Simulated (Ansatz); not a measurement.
# C2H8Si (dimethylsilane): levels of theory compared

Wanted: a comparison of 3 runs (HF/3-21G, B3LYP/6-31G*, CCSD(T)/pcseg-1) of C2H8Si (dimethylsilane). 

Program for the calculation: Ansatz 0.2.0.

3 further runs of the same task are left out: 1 for a known fault of the program, 2 set aside as unsound or not needed.

### Step 1. The molecule

C2H8Si has 11 atoms, charge 0, and is taken as a singlet. SMILES: `C[SiH2]C`. The coordinates come from a PBE0-D4/def2-TZVP relaxation.

Bond lengths: C1–Si2 1.872 Å, Si2–C3 1.872 Å, C1–H4 1.092 Å, C1–H5 1.093 Å, C1–H6 1.093 Å, Si2–H7 1.491 Å, Si2–H8 1.491 Å, C3–H9 1.093 Å, C3–H10 1.092 Å, C3–H11 1.093 Å. Some angles: C1–Si2–C3 111.5°, C1–Si2–H7 109.5°, C1–Si2–H8 109.5°, C3–Si2–H7 109.5°, C3–Si2–H8 109.5°, Si2–C1–H4 111.0°, Si2–C1–H5 110.9°, Si2–C1–H6 110.9°, Si2–C3–H9 110.9°, Si2–C3–H10 111.0°.

### Step 2. Energy and forces at HF/3-21G (run 1)

The input, in.yaml:

```yaml
crystal:
  periodic: [false, false, false]
  atoms:
    - symbol: C
      position_ang: [-1.050200, 0.967200, -0.661200]
    - symbol: Si
      position_ang: [-0.309200, -0.653200, -0.087600]
    - symbol: C
      position_ang: [1.346600, -0.392300, 0.745700]
    - symbol: H
      position_ang: [-2.015800, 0.806900, -1.146100]
    - symbol: H
      position_ang: [-0.391700, 1.464600, -1.377800]
    - symbol: H
      position_ang: [-1.204900, 1.644900, 0.182100]
    - symbol: H
      position_ang: [-0.139900, -1.564200, -1.256100]
    - symbol: H
      position_ang: [-1.245100, -1.319300, 0.863300]
    - symbol: H
      position_ang: [2.058200, 0.075200, 0.060400]
    - symbol: H
      position_ang: [1.772600, -1.342000, 1.077400]
    - symbol: H
      position_ang: [1.244800, 0.255200, 1.620300]
basis:
  gaussian:
    orbitals: 3-21G.json
accuracy: high
hamiltonian:
  xc: hf
output: {forces: true, orbitals: {seedname: orbitals}}
```

The basis set 3-21G is read from a file made from the Basis Set Exchange's data (not shown).

Command:

```sh
$ ansatz run in.yaml --threads 1 --pin off --max-ram 2610MiB --events-out events.jsonl --progress --plain --runs-dir runs
```

The program printed, cut to the lines that bear on the results:

```text
Warning: RAYON_NUM_THREADS=1 ignored (pool sized by the plan → 1); use --threads N
Functional definition: HF
  name "HF"
[...]
1136 factors; integrals over basis functions are off by at most 9.3e-9 eV
[...]
mean field -9996.48362983 eV, -367.3639975364 hartree, gradient 7.6e-9 eV, S^2 0.000000; 0 other end points of the search recorded, 0 dependent functions left out
[...]
reference -9996.48362983 eV, -367.3639975364 hartree; 17, 17 occupied and 30, 30 virtual orbitals, 1136 factors
Total energy: -9996.48362983 eV, -367.3639975364 hartree
Atom 0 at    -1.050200     0.967200    -0.661200 Å, force    -0.444642     0.907543    -0.339589 eV/Å
Atom 1 at    -0.309200    -0.653200    -0.087600 Å, force    -0.399123    -0.826204    -0.113528 eV/Å
Atom 2 at     1.346600    -0.392300     0.745700 Å, force     0.945969     0.117589     0.479268 eV/Å
Atom 3 at    -2.015800     0.806900    -1.146100 Å, force     0.210450     0.086044     0.100005 eV/Å
Atom 4 at    -0.391700     1.464600    -1.377800 Å, force    -0.179097    -0.074637     0.158895 eV/Å
Atom 5 at    -1.204900     1.644900     0.182100 Å, force     0.017909    -0.116793    -0.218222 eV/Å
Atom 6 at    -0.139900    -1.564200    -1.256100 Å, force     0.001519    -0.044246    -0.045958 eV/Å
Atom 7 at    -1.245100    -1.319300     0.863300 Å, force    -0.041132    -0.035450     0.035416 eV/Å
Atom 8 at     2.058200     0.075200     0.060400 Å, force    -0.127145    -0.104631     0.189679 eV/Å
Atom 9 at     1.772600    -1.342000     1.077400 Å, force    -0.055510     0.239102    -0.056401 eV/Å
Atom 10 at     1.244800     0.255200     1.620300 Å, force     0.070801    -0.148318    -0.189566 eV/Å
Dipole moment:     0.064303     0.132497     0.018241 e Å
```

Run time: 2.6 s. Hardware: 1 thread of Intel Xeon at 2.50GHz (Skylake/Cascade Lake), shared host; peak memory 0.11 GiB.

### Step 3. Energy and forces at B3LYP/6-31G(d) (spherical functions) (run 2)

The input, molecule.yaml:

```yaml
crystal:
  periodic: [false, false, false]
  atoms:
    - {symbol: C, position_ang: [-1.050200, 0.967200, -0.661200]}
    - {symbol: Si, position_ang: [-0.309200, -0.653200, -0.087600]}
    - {symbol: C, position_ang: [1.346600, -0.392300, 0.745700]}
    - {symbol: H, position_ang: [-2.015800, 0.806900, -1.146100]}
    - {symbol: H, position_ang: [-0.391700, 1.464600, -1.377800]}
    - {symbol: H, position_ang: [-1.204900, 1.644900, 0.182100]}
    - {symbol: H, position_ang: [-0.139900, -1.564200, -1.256100]}
    - {symbol: H, position_ang: [-1.245100, -1.319300, 0.863300]}
    - {symbol: H, position_ang: [2.058200, 0.075200, 0.060400]}
    - {symbol: H, position_ang: [1.772600, -1.342000, 1.077400]}
    - {symbol: H, position_ang: [1.244800, 0.255200, 1.620300]}
basis:
  gaussian:
    orbitals: 6-31G_st_-spherical.json
hamiltonian:
  xc: {name: B3LYP}
output: {forces: true, orbitals: {seedname: orbitals}}
accuracy: high
```

The basis set 6-31G* is read from a file made from the Basis Set Exchange's data (not shown).

Command:

```sh
$ ansatz run molecule.yaml --threads 1 --pin off --max-ram 2610MiB --events-out events.jsonl --progress --plain --runs-dir runs
```

The program printed, cut to the lines that bear on the results:

```text
Warning: RAYON_NUM_THREADS=1 ignored (pool sized by the plan → 1); use --threads N
Functional definition: B3LYP
  name "B3LYP"
[...]
1541 factors; integrals over basis functions are off by at most 4.0e-9 eV
[...]
mean field -10082.75436204 eV, -370.5343884688 hartree, gradient 3.9e-8 eV, S^2 0.000000; 0 other end points of the search recorded, 0 dependent functions left out
[...]
reference -10082.75439997 eV, -370.5343898624 hartree; 17, 17 occupied and 45, 45 virtual orbitals, 1541 factors
Total energy: -10082.75439997 eV, -370.5343898624 hartree
Atom 0 at    -1.050200     0.967200    -0.661200 Å, force    -0.073731     0.118298    -0.054890 eV/Å
Atom 1 at    -0.309200    -0.653200    -0.087600 Å, force    -0.137438    -0.287307    -0.039332 eV/Å
Atom 2 at     1.346600    -0.392300     0.745700 Å, force     0.133923    -0.000558     0.069498 eV/Å
Atom 3 at    -2.015800     0.806900    -1.146100 Å, force    -0.109277     0.020721    -0.059167 eV/Å
Atom 4 at    -0.391700     1.464600    -1.377800 Å, force     0.044199     0.080802    -0.077850 eV/Å
Atom 5 at    -1.204900     1.644900     0.182100 Å, force    -0.030694     0.098931     0.066644 eV/Å
Atom 6 at    -0.139900    -1.564200    -1.256100 Å, force    -0.006298    -0.032537    -0.021269 eV/Å
Atom 7 at    -1.245100    -1.319300     0.863300 Å, force    -0.024504    -0.029135     0.013229 eV/Å
Atom 8 at     2.058200     0.075200     0.060400 Å, force     0.100793     0.048308    -0.044306 eV/Å
Atom 9 at     1.772600    -1.342000     1.077400 Å, force     0.076286    -0.082352     0.049393 eV/Å
Atom 10 at     1.244800     0.255200     1.620300 Å, force     0.026740     0.064828     0.098050 eV/Å
Dipole moment:     0.075180     0.154846     0.021332 e Å
```

Run time: 16 s. Hardware: 1 thread of Intel Xeon at 2.50GHz (Skylake/Cascade Lake), shared host; peak memory 0.2 GiB.

### Step 4. Energy and gradient at CCSD(T)/pcseg-1 (run 3)

The input, input.yaml:

```yaml
crystal:
  periodic: [false, false, false]
  atoms:
    - {symbol: C, position_ang: [-1.050200, 0.967200, -0.661200]}
    - {symbol: Si, position_ang: [-0.309200, -0.653200, -0.087600]}
    - {symbol: C, position_ang: [1.346600, -0.392300, 0.745700]}
    - {symbol: H, position_ang: [-2.015800, 0.806900, -1.146100]}
    - {symbol: H, position_ang: [-0.391700, 1.464600, -1.377800]}
    - {symbol: H, position_ang: [-1.204900, 1.644900, 0.182100]}
    - {symbol: H, position_ang: [-0.139900, -1.564200, -1.256100]}
    - {symbol: H, position_ang: [-1.245100, -1.319300, 0.863300]}
    - {symbol: H, position_ang: [2.058200, 0.075200, 0.060400]}
    - {symbol: H, position_ang: [1.772600, -1.342000, 1.077400]}
    - {symbol: H, position_ang: [1.244800, 0.255200, 1.620300]}
basis:
  gaussian:
    orbitals: pcseg-1.json
magnetization:
  spin_polarized: false
  initial_magnetization: 0
correlation:
  method: ccsd_t
  frozen_orbitals: {C: 1, H: 0, Si: 5}
accuracy: high
scf:
  omitted_lower_state_checks: [cluster_reference, increment]
output: {forces: true, orbitals: {seedname: orbitals}}
```

The basis set pcseg-1 is read from a file made from the Basis Set Exchange's data (not shown).

Command:

```sh
$ ansatz run input.yaml --threads 1 --pin off --max-ram 2610MiB --events-out events.jsonl --progress --plain --runs-dir runs
```

The program printed, cut to the lines that bear on the results:

```text
Warning: RAYON_NUM_THREADS=1 ignored (pool sized by the plan → 1); use --threads N
[... 2 set-up lines as earlier in the session ...]
[...]
2112 factors; integrals over basis functions are off by at most 3.8e-9 eV
[...]
mean field -10049.04580811 eV, -369.2956219602 hartree, gradient 2.3e-8 eV, S^2 0.000000; 0 other end points of the search recorded, 0 dependent functions left out
7 core orbitals not correlated: weight in the atoms' cores, before any rotation towards them, 1.000 or more for the frozen orbitals, at most 0.000 for the correlated occupied ones
reference -10049.04580811 eV, -369.2956219602 hartree; 10, 10 occupied and 69, 69 virtual orbitals, 2112 factors
second order -10.68130900 eV of doubles, -0.00000000 eV of singles
cycle   1  -11.67036418 eV  change   -9.9e-1 eV  update   6.9e-2
[...]
cycle  19  -12.05272316 eV  change  -5.1e-10 eV  update  4.7e-10
perturbative correction -0.30165602 eV, -0.0110856543 hartree
[...]
Atom 1 at    -0.309200    -0.653200    -0.087600 Å, force    -0.179407    -0.373646    -0.051247 eV/Å
Atom 2 at     1.346600    -0.392300     0.745700 Å, force     0.007494     0.019956     0.001183 eV/Å
Atom 3 at    -2.015800     0.806900    -1.146100 Å, force    -0.144859     0.005112    -0.075910 eV/Å
Atom 4 at    -0.391700     1.464600    -1.377800 Å, force     0.074904     0.094794    -0.106514 eV/Å
Atom 5 at    -1.204900     1.644900     0.182100 Å, force    -0.034934     0.120736     0.105071 eV/Å
Atom 6 at    -0.139900    -1.564200    -1.256100 Å, force     0.002093     0.044776     0.039133 eV/Å
Atom 7 at    -1.245100    -1.319300     0.863300 Å, force     0.036589     0.036497    -0.027445 eV/Å
Atom 8 at     2.058200     0.075200     0.060400 Å, force     0.124394     0.066374    -0.077173 eV/Å
Atom 9 at     1.772600    -1.342000     1.077400 Å, force     0.084560    -0.122768     0.058372 eV/Å
Atom 10 at     1.244800     0.255200     1.620300 Å, force     0.015375     0.090638     0.132247 eV/Å
Dipole moment:     0.063481     0.130797     0.018007 e Å
Checks for a lower state left out: cluster_reference, increment
```

Wall time 1.7 min (1 thread of Intel Xeon at 2.50GHz (Skylake/Cascade Lake), shared host); peak memory 0.82 GiB.

### Step 5. Overview of the runs

```
run                               level  frozen core orbitals  energy (Eh)  dipole moment (D)  HOMO energy (eV)  LUMO energy (eV)  wall time
  1                            HF/3-21G                     –  -367.363998               0.71            -11.93              5.42      2.6 s
  2  B3LYP/6-31G* (spherical functions)                     –  -370.534390               0.83             -8.39              1.59       16 s
  3                     CCSD(T)/pcseg-1                     7  -369.749637               0.70            -12.06              4.00    1.7 min
```

### Step 6. Outcome

```
                                          quantity          value
                               run 3: total energy  -369.74964 Eh
         run 3: dipole moment (correlated density)         0.70 D
        run 3: HOMO energy (Hartree–Fock orbitals)      -12.06 eV
        run 3: LUMO energy (Hartree–Fock orbitals)        4.00 eV
      run 3: HOMO–LUMO gap (Hartree–Fock orbitals)       16.06 eV
run 3: correlation energy (7 core orbitals frozen)     -454.0 mEh
                             run 3: (T) correction     -11.09 mEh
                              run 3: T1 diagnostic          0.008
                   run 3: largest force on an atom     0.418 eV/Å
```

What this shows: The dipole moment (its size) runs from 0.70 D (CCSD(T)/pcseg-1) to 0.83 D (B3LYP/6-31G*). The two ends differ in method and basis. All runs together took 2 min, the longest 1.7 min.
